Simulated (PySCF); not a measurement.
Q: Give a PBE0-D3(BJ)/def2-SVP geometry of InChI=1S/C4H5PS/c6-5-3-1-2-4-5/h1-5H.

A: 
```
atom  x, y, z in Å
S1     2.6390   -0.1164    1.5567
P2     1.3081   -0.2567    0.1538
C3     0.3745    1.2046   -0.3917
C4    -0.9413    0.9291   -0.3465
C5    -1.2781   -0.4291    0.1211
C6    -0.2202   -1.1989    0.4324
H7     1.7583   -0.7932   -1.0941
H8     0.8298    2.1485   -0.6926
H9    -1.7222    1.6434   -0.6222
H10   -2.3174   -0.7579    0.2087
H11   -0.2498   -2.2208    0.8115
```

Orientation and origin are arbitrary. Atoms count from 1 in this order. The 3 C–C bonds span 1.345 Å (C5=C6, drawn double) to 1.475 Å (C4–C5, drawn single), a spread of 0.130 Å. P2 (phosphorus bonded to 2 C, S and H) has angles from 91.8° to 120.8°. The 5-membered ring P2–C3–C4–C5–C6 has internal angles of 91.8° to 115.0°; it is planar, 0.00 Å rms from its mean plane, widest ring torsion 0°.

Bonds between heavy atoms (Å): S1=P2 1.939, P2–C3 1.818, C3=C4 1.345, C4–C5 1.475, C5=C6 1.345, P2–C6 1.817.

Computed, not measured: PBE0-D3(BJ)/def2-SVP geometry optimisation, gas phase (PySCF 2.14.0).

Point group: Cs (tolerance 0.08 Å). PBE0-D3(BJ)/def2-SVP frequencies: not computed here.

Time: 15 s wall; peak memory 0.54 GiB. Hardware: AMD EPYC 9R45, one thread (shared host). These figures are those of the optimisation.
